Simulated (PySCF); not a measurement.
**SN at other levels of theory**

What do other methods print for SN?

Computed with PySCF 2.14.0. Level: method and basis as typed in the scripts.

6 further runs of the same task are left out: 6 that didn't finish.

## Step 1: The starting structure

SN: 2 atoms, charge 0, spin multiplicity 2.

Bond lengths: S1–N2 1.476 Å.

## Step 2: The base run

input.py

```python
from pyscf import gto, scf
from pyscf.geomopt.geometric_solver import optimize

mol = gto.M(
    atom='S 0 0 0; N 0 0 1.476',
    basis='def2-svp',
    charge=0,
    spin=1,
    verbose=4,
)
mf = scf.ROHF(mol)
mf.kernel()
mol_eq = optimize(mf, maxsteps=30)
print('optimised geometry (angstrom)')
print(mol_eq.tostring('raw'))
print('orbital energies (hartree):', mf.mo_energy[..., max(0, mol.nelec[1]-3):mol.nelec[0]+3].round(4))
```

Run with:

```
$ OMP_NUM_THREADS=1 python input.py
```

## Step 3: EOM-EE

Run 1 changes step after the SCF: optimize → eomee; number of roots: none → 6.

input.py

```python
from pyscf import gto, scf, cc

mol = gto.M(
    atom='S 0 0 0; N 0 0 1.476',
    basis='def2-svp',
    charge=0,
    spin=1,
    verbose=4,
)
mf = scf.ROHF(mol)
mf.kernel()
mycc = cc.CCSD(mf)
mycc.kernel()
e = mycc.eeccsd(nroots=6)[0]
print('roots (eV) =', (e*27.211386).round(3))
mf.dip_moment()
print('orbital energies (hartree):', mf.mo_energy[..., max(0, mol.nelec[1]-3):mol.nelec[0]+3].round(4))
```

## Step 4: CISD

Run 2 changes step after the SCF: optimize → cisd; frozen orbitals: none → 6.

input.py

```python
from pyscf import gto, scf, ci

mol = gto.M(
    atom='S 0 0 0; N 0 0 1.476',
    basis='def2-svp',
    charge=0,
    spin=1,
    verbose=4,
)
mf = scf.ROHF(mol)
mf.kernel()
ci.CISD(mf, frozen=6).kernel()
mf.dip_moment()
print('orbital energies (hartree):', mf.mo_energy[..., max(0, mol.nelec[1]-3):mol.nelec[0]+3].round(4))
```

## Step 5: SCF alone

Run 3 changes step after the SCF: optimize → none.

input.py

```python
from pyscf import gto, scf

mol = gto.M(
    atom='S 0 0 0; N 0 0 1.476',
    basis='def2-svp',
    charge=0,
    spin=1,
    verbose=4,
)
mf = scf.ROHF(mol)
mf.kernel()
mf.dip_moment()
print('orbital energies (hartree):', mf.mo_energy[..., max(0, mol.nelec[1]-3):mol.nelec[0]+3].round(4))
```

## Step 6: Olyp (ROKS)

Run 4 changes functional: none (Hartree–Fock) → olyp; SCF type: ROHF → ROKS; step after the SCF: optimize → analyze.

input.py

```python
from pyscf import gto, dft

mol = gto.M(
    atom='S 0 0 0; N 0 0 1.476',
    basis='def2-svp',
    charge=0,
    spin=1,
    verbose=4,
)
mf = dft.ROKS(mol, xc='olyp')
mf.kernel()
mf.analyze()
print('orbital energies (hartree):', mf.mo_energy[..., max(0, mol.nelec[1]-3):mol.nelec[0]+3].round(4))
```

**Question.** What will these runs give? Wanted: for each run, E(SCF); from base; SCF dipole; after the SCF.

As calculated:

| run | E(SCF) (hartree) | from base (eV) | cycles | SCF dipole (D) | after the SCF |
| --- | --- | --- | --- | --- | --- |
| base | -451.722313 | 0 | 11 | n/a | bond 1.476 Å, 0.000 eV |
| EOM-EE | -451.722313 | 0.0000 | 11 | 1.70 | CCSD correlation -8.339 eV, first root 0.02 eV |
| CISD | -451.722313 | 0.0000 | 11 | 1.70 | CISD correlation -7.414 eV, core frozen |
| SCF alone | -451.722313 | 0.0000 | 11 | 1.70 | n/a |
| olyp (ROKS) | -452.695762 | not comparable | 9 | 1.81 | n/a |

SCF columns refer to the geometry typed in the script.

A lower total energy from another functional means nothing by itself. The dearest run is “EOM-EE”, at 13 s against 1.4 s.
